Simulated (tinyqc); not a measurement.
LCCD on RHF in the sto-3g basis, frozen core, for H2O, spin multiplicity 1, step by step. One step of it, computed by the program tinyqc.

Question. Integrals over molecular orbitals. (pq|rs) = sum C_ip C_jq C_kr C_ls (ij|kl), one index at a time.

coefficients C:
```
              MO1        MO2        MO3        MO4       MO5        MO6        MO7
1O 1s    0.994350  -0.236361   0.000000   0.101026  0.000000  -0.116299   0.000000
1O 2s    0.024775   0.866260   0.000000  -0.518475  0.000000   0.724861   0.000000
1O 2px   0.000000   0.000000   0.000000   0.000000  1.000000   0.000000   0.000000
1O 2py   0.000000   0.000000   0.617948   0.000000  0.000000   0.000000   0.923604
1O 2pz   0.003687   0.105210   0.000000   0.736582  0.000000   0.770941   0.000000
2H 1s   -0.004980   0.149452   0.452576   0.318753  0.000000  -0.728792  -0.772726
3H 1s   -0.004980   0.149452  -0.452576   0.318753  0.000000  -0.728792   0.772726
```

core Hamiltonian H = T + V (hartree):
```
             1O 1s      1O 2s     1O 2px     1O 2py     1O 2pz      2H 1s      3H 1s
1O 1s   -32.624444  -7.589969   0.000000   0.000000  -0.017067  -1.403236  -1.403236
1O 2s    -7.589969  -9.245585   0.000000   0.000000  -0.206345  -3.192769  -3.192769
1O 2px    0.000000   0.000000  -7.384277   0.000000   0.000000   0.000000   0.000000
1O 2py    0.000000   0.000000   0.000000  -7.498440   0.000000  -1.715886   1.715886
1O 2pz   -0.017067  -0.206345   0.000000   0.000000  -7.472318  -1.571086  -1.571086
2H 1s    -1.403236  -3.192769   0.000000  -1.715886  -1.571086  -4.735706  -1.374266
3H 1s    -1.403236  -3.192769   0.000000   1.715886  -1.571086  -1.374266  -4.735706
```

Two-electron integrals (ij|kl) in chemists' order, unique and non-zero (hartree):
```
(11|11) 4.785065    (21|11) 0.741380    (21|21) 0.136873    (22|11) 1.118947
(22|21) 0.256633    (22|22) 0.817206    (31|31) 0.024477    (32|31) 0.037809
(32|32) 0.180518    (33|11) 1.115814    (33|21) 0.256684    (33|22) 0.817023
(33|33) 0.880159    (41|41) 0.024477    (42|41) 0.037809    (42|42) 0.180518
(43|43) 0.047444    (44|11) 1.115814    (44|21) 0.256684    (44|22) 0.817023
(44|33) 0.785270    (44|44) 0.880159    (51|51) 0.024477    (52|51) 0.037809
(52|52) 0.180518    (53|53) 0.047444    (54|54) 0.047444    (55|11) 1.115814
(55|21) 0.256684    (55|22) 0.817023    (55|33) 0.785270    (55|44) 0.785270
(55|55) 0.880159    (61|11) 0.137783    (61|21) 0.025231    (61|22) 0.047031
(61|33) 0.046940    (61|41) 0.000875    (61|42) 0.001641    (61|44) 0.047099
(61|51) 0.000768    (61|52) 0.001441    (61|54) 0.000140    (61|55) 0.047062
(61|61) 0.004712    (62|11) 0.343702    (62|21) 0.079854    (62|22) 0.282560
(62|33) 0.277691    (62|41) 0.004512    (62|42) 0.034831    (62|44) 0.285784
(62|51) 0.003962    (62|52) 0.030588    (62|54) 0.007108    (62|55) 0.283933
(62|61) 0.015019    (62|62) 0.122151    (63|31) 0.008252    (63|32) 0.048413
(63|43) 0.007189    (63|53) 0.006313    (63|63) 0.017175    (64|11) 0.188715
(64|21) 0.044402    (64|22) 0.167747    (64|33) 0.160180    (64|41) 0.010445
(64|42) 0.067931    (64|44) 0.179151    (64|51) 0.001926    (64|52) 0.017139
(64|54) 0.010347    (64|55) 0.163722    (64|61) 0.008711    (64|62) 0.088096
(64|64) 0.079973    (65|11) 0.165724    (65|21) 0.038993    (65|22) 0.147311
(65|33) 0.140665    (65|41) 0.001926    (65|42) 0.017139    (65|44) 0.144699
(65|51) 0.009943    (65|52) 0.063465    (65|54) 0.010731    (65|55) 0.156402
(65|61) 0.007649    (65|62) 0.077364    (65|64) 0.055148    (65|65) 0.065604
(66|11) 0.491311    (66|21) 0.116001    (66|22) 0.471471    (66|33) 0.452585
(66|41) 0.008304    (66|42) 0.089008    (66|44) 0.484240    (66|51) 0.007292
(66|52) 0.078165    (66|54) 0.027799    (66|55) 0.476997    (66|61) 0.021998
(66|62) 0.259445    (66|64) 0.213544    (66|65) 0.187528    (66|66) 0.774606
(71|11) 0.137783    (71|21) 0.025231    (71|22) 0.047031    (71|33) 0.046940
(71|41) -0.000875   (71|42) -0.001641   (71|44) 0.047099    (71|51) 0.000768
(71|52) 0.001441    (71|54) -0.000140   (71|55) 0.047062    (71|61) 0.004645
(71|62) 0.014584    (71|64) 0.007743    (71|65) 0.007434    (71|66) 0.021163
(71|71) 0.004712    (72|11) 0.343702    (72|21) 0.079854    (72|22) 0.282560
(72|33) 0.277691    (72|41) -0.004512   (72|42) -0.034831   (72|44) 0.285784
(72|51) 0.003962    (72|52) 0.030588    (72|54) -0.007108   (72|55) 0.283933
(72|61) 0.014584    (72|62) 0.099868    (72|64) 0.049613    (72|65) 0.061588
(72|66) 0.174736    (72|71) 0.015019    (72|72) 0.122151    (73|31) 0.008252
(73|32) 0.048413    (73|43) -0.007189   (73|53) 0.006313    (73|63) 0.013609
(73|73) 0.017175    (74|11) -0.188715   (74|21) -0.044402   (74|22) -0.167747
(74|33) -0.160180   (74|41) 0.010445    (74|42) 0.067931    (74|44) -0.179151
(74|51) -0.001926   (74|52) -0.017139   (74|54) 0.010347    (74|55) -0.163722
(74|61) -0.007743   (74|62) -0.049613   (74|64) -0.011479   (74|65) -0.029930
(74|66) -0.077203   (74|71) -0.008711   (74|72) -0.088096   (74|74) 0.079973
(75|11) 0.165724    (75|21) 0.038993    (75|22) 0.147311    (75|33) 0.140665
(75|41) -0.001926   (75|42) -0.017139   (75|44) 0.144699    (75|51) 0.009943
(75|52) 0.063465    (75|54) -0.010731   (75|55) 0.156402    (75|61) 0.007434
(75|62) 0.061588    (75|64) 0.029930    (75|65) 0.051021    (75|66) 0.118041
(75|71) 0.007649    (75|72) 0.077364    (75|74) -0.055148   (75|75) 0.065604
(76|11) 0.135513    (76|21) 0.031805    (76|22) 0.122959    (76|33) 0.119868
(76|44) 0.122045    (76|51) 0.002418    (76|52) 0.022554    (76|55) 0.126828
(76|61) 0.005931    (76|62) 0.053743    (76|64) 0.033475    (76|65) 0.038259
(76|66) 0.120728    (76|71) 0.005931    (76|72) 0.053743    (76|74) -0.033475
(76|75) 0.038259    (76|76) 0.029545    (77|11) 0.491311    (77|21) 0.116001
(77|22) 0.471471    (77|33) 0.452585    (77|41) -0.008304   (77|42) -0.089008
(77|44) 0.484240    (77|51) 0.007292    (77|52) 0.078165    (77|54) -0.027799
(77|55) 0.476997    (77|61) 0.021163    (77|62) 0.174736    (77|64) 0.077203
(77|65) 0.118041    (77|66) 0.330634    (77|71) 0.021998    (77|72) 0.259445
(77|74) -0.213544   (77|75) 0.187528    (77|76) 0.120728    (77|77) 0.774606
```

Give: one-electron integrals over orbitals h = C^T H C; Two-electron integrals over orbitals.

Answer.

one-electron integrals over orbitals h = C^T H C (hartree):
```
          1        2        3        4        5        6        7
1  -32.6075   0.5625   0.0000  -0.2285   0.0000   0.2658   0.0000
2    0.5625  -7.5988   0.0000   0.5077   0.0000  -1.2787   0.0000
3    0.0000   0.0000  -6.1599   0.0000   0.0000   0.0000  -1.7243
4   -0.2285   0.5077   0.0000  -6.7095   0.0000  -1.2505   0.0000
5    0.0000   0.0000   0.0000   0.0000  -7.3843   0.0000   0.0000
6    0.2658  -1.2787   0.0000  -1.2505   0.0000  -5.3769   0.0000
7    0.0000   0.0000  -1.7243   0.0000   0.0000   0.0000  -5.5123
```

Two-electron integrals over orbitals (pq|rs), unique and non-zero (hartree); the lowest 1 orbital is frozen and left out:
```
(22|22) 0.7250    (32|32) 0.1356    (33|22) 0.6302    (33|33) 0.6117
(42|22) -0.0133   (42|33) 0.0044    (42|42) 0.1278    (43|32) 0.0237
(43|43) 0.0531    (44|22) 0.6624    (44|33) 0.5790    (44|42) -0.0974
(44|44) 0.7241    (52|52) 0.1475    (53|53) 0.0276    (54|52) -0.0471
(54|54) 0.0518    (55|22) 0.7506    (55|33) 0.6153    (55|42) -0.0792
(55|44) 0.7011    (55|55) 0.8802    (62|22) 0.1375    (62|33) 0.0731
(62|42) 0.0266    (62|44) 0.0683    (62|55) 0.1478    (62|62) 0.0988
(63|32) -0.0336   (63|43) -0.0329   (63|63) 0.0689    (64|22) 0.1142
(64|33) 0.0485    (64|42) -0.0500   (64|44) 0.1311    (64|55) 0.1400
(64|62) 0.0588    (64|64) 0.0907    (65|52) 0.0533    (65|54) 0.0030
(65|65) 0.0360    (66|22) 0.6087    (66|33) 0.5620    (66|42) 0.0499
(66|44) 0.5515    (66|55) 0.5889    (66|62) 0.0981    (66|64) 0.0512
(66|66) 0.5951    (72|32) 0.0478    (72|43) -0.0342   (72|63) 0.0328
(72|72) 0.0649    (73|22) 0.1504    (73|33) 0.0893    (73|42) -0.0818
(73|44) 0.1443    (73|55) 0.1964    (73|62) 0.0709    (73|64) 0.0963
(73|66) 0.0429    (73|73) 0.1592    (74|32) -0.0767   (74|43) -0.0086
(74|63) 0.0497    (74|72) -0.0160   (74|74) 0.0726    (75|53) 0.0237
(75|75) 0.0242    (76|32) 0.0884    (76|43) 0.0567    (76|63) -0.0608
(76|72) -0.0087   (76|74) -0.0606   (76|76) 0.1107    (77|22) 0.6113
(77|33) 0.5934    (77|42) -0.0141   (77|44) 0.5853    (77|55) 0.6099
(77|62) 0.0629    (77|64) 0.0455    (77|66) 0.5592    (77|73) 0.0877
(77|77) 0.6015
```
